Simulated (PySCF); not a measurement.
BO(OH) → BH + O₂

Level: PBE0 in the def2-TZVP basis family, all electrons, no relativity, computed in PySCF with density fitting; open shells unrestricted.

```
species                                                             state and structure      E (Eh)  ZPE (kJ/mol)  H(298 K) − H(0) (kJ/mol)  S° (J/(mol K))
 BO(OH)  singlet, Cs, B–O 1.211 Å, B–O 1.322 Å, O–H 0.960 Å; B–O–H 117.0°, O–B–O 177.5°  -175.86369          53.6                      11.4           242.8
     BH                                                       singlet, C∞v, B–H 1.241 Å   -25.24752          13.9                       8.7           172.0
     O₂                                                       triplet, D∞h, O–O 1.193 Å  -150.23561          10.3                       8.7           204.9
```

**Question.** What is the electronic reaction energy?

**Answer.** At PBE0/def2-TZVP, ΔE = 999.2 kJ/mol from the differences of the total energies times 2625.5, uphill. 

**Question.** Add zero-point, thermal and entropy terms for 298.15 K and 1 bar.

**Answer.** ΔZPE = -29.4 and Δ[H(298) − H(0)] = 6.0 kJ/mol give ΔH° = 975.8 kJ/mol. ΔS° = 134.1 J/(mol K), so ΔG° = 975.8 − 298.15 × (0.1341) = 936 kJ/mol.

Each species is the lowest minimum found with this bonding; other isomers or fragments can lie lower.
